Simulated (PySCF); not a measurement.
# Working with the constants of SO

ROHF-CCSD(T) constants of SO, ³Σ⁻ (triplet), unpaired electrons π ↑↑ (basis S x2c-TZVPPall, O x2c-TZVPPall; spin-free X2C with a Gaussian nucleus; PySCF 2.14; masses 31.9721 and 15.9949 u):

* ωe: 1143.6 cm⁻¹
* ωexe: 6.13 cm⁻¹
* Be: 0.70969 cm⁻¹
* αe: 0.00546 cm⁻¹
* D (centrifugal): 1.09e-06 cm⁻¹
* De to S + O: 5.07 eV

(1) Give the vibrational terms G(v) and spacings up to v = 6.

(2) How well does the Morse estimate ωe²/(4ωexe) reproduce De, and what is D0?

Measured values (Huber and Herzberg, Constants of Diatomic Molecules (1979)): ωe = 1149.22 cm⁻¹, ωexe = 5.63 cm⁻¹, Be = 0.7208171 cm⁻¹, αe = 0.0057367 cm⁻¹.

Correlated steps freeze 6 core orbitals. The state is the lowest determinant that a PBE0 search found; another state may lie lower at other levels.

Answers

(1) G(v) = ωe(v+½) − ωexe(v+½)².

| v | G(v) (cm⁻¹) | G(v) − G(v−1) | Bv (cm⁻¹) |
| --- | --- | --- | --- |
| 0 | 570 |  | 0.7070 |
| 1 | 1702 | 1131 | 0.7015 |
| 2 | 2821 | 1119 | 0.6960 |
| 3 | 3928 | 1107 | 0.6906 |
| 4 | 5022 | 1095 | 0.6851 |
| 5 | 6104 | 1082 | 0.6797 |
| 6 | 7174 | 1070 | 0.6742 |

(2) It gives 6.61 eV, 130 % of the computed De. D0 = De − G(0) = 5.07 − 0.07 = 5.00 eV.
